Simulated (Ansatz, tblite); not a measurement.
# The cluster Sn₂Pt: rung by rung

Aim: run the singlet of the cluster Sn₂Pt at one geometry on many levels, and compare frontier levels, spin and run time.

Method: as each input shows; program: Ansatz 0.2.0, Gaussian basis.

Plan: GFN1-xTB, GFN2-xTB, PBE-D4/def2-TZVP, r2SCAN-D4/def2-TZVP, BHLYP-D4/def2-TZVP, HSE06-D4/def2-TZVP, B97M-V/def2-TZVP, ωB97X-V/def2-TZVP, BLYP-D4/def2-TZVP, PBE-D4/def2-SVP, PBE0-D4/def2-SVP, PBE0-D4/def2-TZVPD, PBE-D4/def2-TZVPD, r2SCAN-D4/def2-TZVPD, CCSD(T)/def2-TZVPP, MP2/def2-TZVP.

2 further runs of the same task are left out: 1 that didn't finish, 1 set aside as unsound or not needed.

## (1) The structure

The singlet was relaxed beforehand with r2SCAN-D4/def2-TZVP. At that level it is the lowest of the isomers that a small search found.

3 atoms, charge 0, spin multiplicity 1.

Bond lengths: Pt1–Sn2 2.533 Å, Pt1–Sn3 2.533 Å, Sn2–Sn3 2.933 Å. Angles: Sn2–Pt1–Sn3 70.8°, Pt1–Sn2–Sn3 54.6°, Pt1–Sn3–Sn2 54.6°.

Pt, Sn take a core potential in the def2 sets. No spin-orbit coupling is included.

PBE0-D4/def2-TZVP was run before; its log isn't repeated, and its numbers join the tables.

## (2) GFN1-xTB

Tight binding, by tblite at 300 K electronic temperature and without a spin-polarisation term:

```python
tblite.interface.Calculator('GFN1-xTB', numbers, positions, charge=0, uhf=0).singlepoint()
```

Energy -253.5905 eV, HOMO -8.83 eV, LUMO -7.60 eV; 0.004 s.

## (3) GFN2-xTB

Tight binding, by tblite at 300 K electronic temperature and without a spin-polarisation term:

```python
tblite.interface.Calculator('GFN2-xTB', numbers, positions, charge=0, uhf=0).singlepoint()
```

Energy -238.6048 eV, HOMO -8.59 eV, LUMO -8.30 eV; 0.006 s.

## (4) PBE-D4/def2-TZVP

start.molden holds the orbitals of an earlier run on this state, given as this run's starting guess.

Contents of in.yaml:

```yaml
crystal:
  periodic: [false, false, false]
  atoms:
    - {symbol: Pt, position_ang: [1.046320, -0.783710, 0.431350]}
    - {symbol: Sn, position_ang: [-0.810971, -0.577132, -1.278049]}
    - {symbol: Sn, position_ang: [-0.235349, 1.360832, 0.846699]}
basis:
  gaussian: {orbitals: def2-TZVP, initial_orbitals: start.molden}
hamiltonian: {xc: pbe, dispersion: d4}
scf: {omitted_lower_state_checks: [starts]}
output: {forces: true, orbitals: {seedname: orbitals}}
```

The run is started by

```sh
> ansatz run in.yaml --threads 4 --pin off --events-out ev --progress --plain --max-ram 3916MiB
```

The runs that follow: r2SCAN-D4/def2-TZVP; BHLYP-D4/def2-TZVP; HSE06-D4/def2-TZVP; B97M-V/def2-TZVP; ωB97X-V/def2-TZVP; BLYP-D4/def2-TZVP; PBE-D4/def2-SVP; PBE0-D4/def2-SVP; PBE0-D4/def2-TZVPD; PBE-D4/def2-TZVPD; r2SCAN-D4/def2-TZVPD; CCSD(T)/def2-TZVPP; MP2/def2-TZVP.

Q: Predict the results of all the runs planned. Wanted: gap in def2-TZVP, named functionals, smallest and largest; correlation energy, CCSD(T)/def2-TZVPP; correlation energy, MP2/def2-TZVP; binding an atom, functionals in def2-TZVP; PBE0 total energy, smallest basis above largest.

The runs gave:

| quantity | value |
| --- | --- |
| gap in def2-TZVP, named functionals, smallest and largest | 0.05 eV (B97M-V), 5.02 eV (ωB97X-V) |
| correlation energy, CCSD(T)/def2-TZVPP | -33.63 eV |
| correlation energy, MP2/def2-TZVP | -30.00 eV |
| binding an atom, functionals in def2-TZVP | 1.99 (BHLYP-D4) to 2.57 eV (PBE-D4) |
| PBE0 total energy, smallest basis above largest | 0.62 eV (def2-SVP, def2-TZVPD) |

In words: Over the named functionals in def2-TZVP the gap runs from 0.05 eV (B97M-V) to 5.02 eV (ωB97X-V); exact exchange widens it. PBE-D4, BLYP-D4 leave an empty level below a filled one, so this occupation isn't an aufbau state there; left out of the range. Notes on CCSD(T)/def2-TZVPP and its Hartree-Fock reference, which MP2 shares: restricted state is unstable towards broken spin symmetry.
